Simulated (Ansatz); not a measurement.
# hcp Hf

Level of theory: RPBE in Ansatz (plane waves, PAW).

Numerical settings: plane-wave cutoff 520 eV, 24×24×14 k mesh (along the axes of the cell as run), Fermi–Dirac smearing 0.037 eV (set by the program), scalar-relativistic PAW data made under PBE.

Cell (relaxed at this level):

```
Hf
1.0
    3.23371     0.00000     0.00000
   -1.61686     2.80048     0.00000
    0.00000     0.00000     5.11087
Hf
2
Direct
  0.66667   0.33333   0.75000
  0.33333   0.66667   0.25000
```

* **elastic constant C11**: 175 GPa
* **elastic constant C12**: 65.5 GPa
* **elastic constant C13**: 62.7 GPa
* **elastic constant C33**: 184 GPa
* **elastic constant C44**: 55.0 GPa
* **elastic constant C66**: 54.7 GPa
* **Voigt–Reuss–Hill bulk modulus**: 102 GPa
* **polycrystal shear modulus (Hill average)**: 55.8 GPa
* **Young modulus**: 141 GPa
* **Poisson ratio**: 0.268

Elastic constants are with the ions relaxed.

Spin–orbit coupling is not included.

Static lattice: no zero-point or thermal effects.

Ansatz is a quantum-chemistry and plane-wave program.
